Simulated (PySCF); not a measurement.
Cyclopentadienone, C₅H₄O.
SMILES: `C1C=CC(=O)C=1`

Level: CAM-B3LYP/def2-SVPD in PySCF, non-relativistic, on one gas-phase PBE0-D3(BJ)/def2-SVP geometry that isn't relaxed in the solvent. The solvent is an IEF-PCM continuum (cavity from Bondi-type radii × 1.2), and excitations are vertical TDDFT with non-equilibrium linear response and a frozen core. The model holds no explicit solvent molecules, cavitation or dispersion.

Gas-phase singlets (H = HOMO, L = LUMO):

| state | E (eV) | λ (nm) | f | leading configurations |
| --- | --- | --- | --- | --- |
| S1 | 2.977 | 416 | 0.000 | H-1→L 97% |
| S2 | 3.154 | 393 | 0.007 | H→L 99% |
| S3 | 6.317 | 196 | 0.181 | H-2→L 84%, H→L+4 13% |
| S4 | 6.680 | 186 | 0.002 | H-3→L 98% |
| S5 | 7.081 | 175 | 0.000 | H→L+1 96% |

How does the list change in chloroform (ε = 4.711)?

```csv
state,E (eV),λ (nm),f,leading configurations,change by rank (eV)
S1,3.009,412,0.007,H→L 99%,+0.032
S2,3.113,398,0.000,H-1→L 97%,-0.041
S3,6.214,200,0.272,"H-2→L 88%, H→L+4 9%",-0.103
S4,6.530,190,0.002,H-3→L 98%,-0.150
S5,7.148,173,0.000,H→L+1 94%,+0.067
```

How does the list change in water (ε = 78.36)?

```json
{"state": "S1", "E (eV)": "2.967", "λ (nm)": "418", "f": "0.006", "leading configurations": "H→L 99%", "change by rank (eV)": "-0.010"}
{"state": "S2", "E (eV)": "3.170", "λ (nm)": "391", "f": "0.000", "leading configurations": "H-1→L 97%", "change by rank (eV)": "+0.016"}
{"state": "S3", "E (eV)": "6.222", "λ (nm)": "199", "f": "0.253", "leading configurations": "H-2→L 88%, H→L+4 10%", "change by rank (eV)": "-0.095"}
{"state": "S4", "E (eV)": "6.469", "λ (nm)": "192", "f": "0.002", "leading configurations": "H-3→L 98%", "change by rank (eV)": "-0.211"}
{"state": "S5", "E (eV)": "7.168", "λ (nm)": "173", "f": "0.000", "leading configurations": "H→L+1 94%", "change by rank (eV)": "+0.087"}
```

The ground-state energy changes by -0.234 eV from gas to water. By how much does the total energy of gas-phase S2 change?

E(S2) = E(S0) + excitation energy, so it changes by -0.234 − 0.187 = -0.421 eV: it is lowered more than the ground state, which is what a red shift means. This is the vertical state, with the slow part of the continuum still set for S0.

How do the frontier levels move from gas to water?

```csv
orbital,gas (eV),solvent (eV),change (eV)
LUMO+2,2.09,2.09,0.00
LUMO+1,1.55,1.88,+0.33
LUMO,-1.83,-1.78,+0.05
HOMO,-8.55,-8.39,+0.16
HOMO-1,-9.17,-9.32,-0.15
HOMO-2,-11.03,-10.99,+0.04
HOMO-3,-12.57,-12.32,+0.25
```

The HOMO–LUMO gap goes from 6.72 to 6.60 eV. Rows go by rank; for LUMO+1 and LUMO+2 the atom shares or the degeneracy differ between the runs, so the row needn't follow one orbital.
